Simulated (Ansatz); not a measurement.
A calculation with Ansatz (development build ahead of 0.2.0).

```yaml
crystal:
  periodic: [false, false, false]
  atoms:
    - { symbol: C, position_ang: [-0.00075, -0.05384, -0.58422] }
    - { symbol: "N", position_ang: [-0.00248, -0.07704, 0.68954] }
    - { symbol: H, position_ang: [0.00575, 0.88861, 1.06497] }
    - { symbol: H, position_ang: [0.00929, -0.99259, -1.13688] }
    - { symbol: H, position_ang: [-0.00261, 0.86384, -1.19798] }
basis:
  gaussian: { orbitals: STO-3G }
hamiltonian:
  xc: hf
correlation:
  method: mp2
  frozen_orbitals: { C: 1, H: 0, "N": 1 }
```

The input is written out in the form of the current development build from the run's settings.

Output:

```json
{
 "Converged": "yes",
 "Reference energy": "-92.82268 hartree",
 "Correlation energy": "-0.12199 hartree",
 "Total energy": "-92.94468 hartree",
 "Spin squared of the determinant": "0.000"
}
```
